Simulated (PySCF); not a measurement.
Molecule: SMILES C(=C\C)/F, C3H5F.

Geometry:
```json
{"atom": "C1", "x (Å)": "-1.071", "y (Å)": "-0.094", "z (Å)": "0.445"}
{"atom": "C2", "x (Å)": "0.239", "y (Å)": "0.479", "z (Å)": "0.017"}
{"atom": "C3", "x (Å)": "1.195", "y (Å)": "-0.224", "z (Å)": "-0.581"}
{"atom": "F4", "x (Å)": "2.357", "y (Å)": "0.313", "z (Å)": "-0.949"}
{"atom": "H5", "x (Å)": "-1.149", "y (Å)": "-1.164", "z (Å)": "0.199"}
{"atom": "H6", "x (Å)": "-1.220", "y (Å)": "0.014", "z (Å)": "1.532"}
{"atom": "H7", "x (Å)": "-1.913", "y (Å)": "0.425", "z (Å)": "-0.043"}
{"atom": "H8", "x (Å)": "0.435", "y (Å)": "1.540", "z (Å)": "0.204"}
{"atom": "H9", "x (Å)": "1.127", "y (Å)": "-1.290", "z (Å)": "-0.825"}
```

Geometry PBE0-D3(BJ)/def2-SVP throughout; GIAO in PySCF, gas phase, one conformer, non-relativistic; equivalent atoms averaged; functional PBE0.

For orientation, STO-3G gives these absolute shieldings σ: C3 112.6, C2 140.7, C1 214.2, F4 321.3, H9 27.16, H8 28.01, H5/H6/H7 31.34 ppm.

A run gave: C3 23.2, C2 68.6, C1 171.3, F4 303.6, H9 24.64, H8 25.86, H5/H6/H7 29.78 ppm (absolute shieldings σ).

Task: Which basis set was used in that run?
A. pcSseg-1
B. IGLO-III
C. pcSseg-0
D. 6-31G*
E. cc-pVDZ

Result: B. C2 tells them apart best: IGLO-III gives 68.6, pcSseg-1 gives 72.3, pcSseg-0 gives 75.6, cc-pVDZ gives 90.6, 6-31G* gives 93.4 ppm.
